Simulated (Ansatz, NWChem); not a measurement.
Worked example: CH5N → CH4N + H

Species: CH5N (methylamine) `CN`, singlet; CH4N (methyl amino radical) `C[NH]`, doublet; H atom, doublet. 

Shapes, held fixed at every level: PBE0-D4/def2-TZVP. Programs: Ansatz 0.2.0, NWChem 7.3.0. The zero-point and thermal change to 298 K, harmonic and unscaled (PBE0-D4/def2-TZVP), is -33.8 kJ/mol.

At CCSD(T)/CBS estimate; 1 Eh = 2625.50 kJ/mol:

```
species  energy (Eh)
   CH5N   -95.752808
   CH4N   -95.079837
      H    -0.500000
```

Work out ΔH(298 K) of the reaction at this level.


1. Products less reactants: (-95.079837) + (-0.500000) − [(-95.752808)] = 0.172971 Eh = +454.1 kJ/mol.
2. With the thermal change: +454.1 + (-33.8) = +420.3 kJ/mol.

Other levels give +291.3 (HF/def2-SVP) to +413.1 kJ/mol (wB97M-V/def2-TZVPP). No measured value is set beside it here. Open shells run unrestricted unless RO is named. The CBS estimate extrapolates MP2 from def2-TZVPP and def2-QZVPP and adds CCSD(T) − MP2 in the triple-zeta set, cores frozen.
